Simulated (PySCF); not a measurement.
C2HClN2O.
Cartesian coordinates in Å at the PBE0-D3(BJ)/def2-SVP level; atoms count from 1:
```
atom  x, y, z in Å
Cl1    2.4743   -0.5347   -0.7976
C2     0.9053   -0.1696   -0.3074
N3     0.1386   -0.8456    0.4810
C4    -0.9802   -0.0630    0.4933
N5    -0.9038    1.0153   -0.2341
O6     0.3584    0.9480   -0.7724
H7    -1.8795   -0.3011    1.0610
```

Computed, not measured: TDDFT wB97X-D/def2-SVPD, vertical, gas phase, core orbitals frozen in the response (PySCF 2.14.0, density-fitted response routines).

Frontier orbitals with the atoms that hold most of them (Löwdin shares over 4%, at most four atoms; ? is withheld):

```tsv
orbital	ε (eV)	atoms
LUMO+2	2.25	N3 28%, C4 27%, N5 16%, C2 11%
LUMO+1	1.82	Cl1 66%, C2 20%, N5 4%, O6 4%
LUMO	0.47	?
HOMO	-10.55	N5 30%, Cl1 25%, C2 13%, N3 13%
HOMO-1	-11.26	?
HOMO-2	-12.21	Cl1 38%, N3 27%, O6 10%, C2 9%
HOMO-3	-12.34	N3 31%, O6 29%, C4 21%, C2 8%
```

**Question.** Which atoms hold the LUMO, and with what shares?

**Answer.** C2 (bonded to Cl, N and O) 25%; N5 (bonded to C and O) 20%; O6 (bonded to C and N) 17%; C4 (bonded to 2 N and H) 13%. By element: carbon 39%, nitrogen 20% or more, oxygen 17%.

**Question.** Which atoms hold the HOMO-1, and with what shares?

**Answer.** N3 (bonded to 2 C) 38%; N5 (bonded to C and O) 34%; Cl1 (bonded to C) 9%; C4 (bonded to 2 N and H) 8%. By element: nitrogen 72%, chlorine 9%, carbon 8% or more.

**Question.** The HOMO–LUMO gap is 11.02 eV. Where does the response calculation put the lowest singlet, and from which orbitals?

**Answer.** S1 is at 6.25 eV (f = 0.0054), 4.77 eV below the gap, made of HOMO-1→LUMO (96%). Its leading pair isn't HOMO and LUMO; the energies of that pair differ by 11.73 eV. Without the coupling terms of the response equations the lowest excitation would equal the gap.

**Question.** One configuration dominates each of S1, S2, S3 and S4. Which, and how do the shares of the two leading atoms of either orbital change from the occupied to the empty one?

**Answer.** 
- S1 (6.25 eV, f 0.0054), HOMO-1→LUMO (96%): N3 38% → at most 14%, N5 34% → 20%, C2 at most 8% → 25%
- S2 (6.77 eV, f 0.213), HOMO→LUMO (95%): N5 30% → 20%, Cl1 25% → at most 14%, C2 13% → 25%
- S3 (7.33 eV, f 0.0005), HOMO-2→LUMO (73%): Cl1 38% → at most 14%, N3 27% → at most 14%, C2 9% → 25%, N5 at most 9% → 20%
- S4 (7.58 eV, f 0.0004), HOMO→LUMO+1 (83%): N5 30% → 4%, Cl1 25% → 66%, C2 13% → 20%
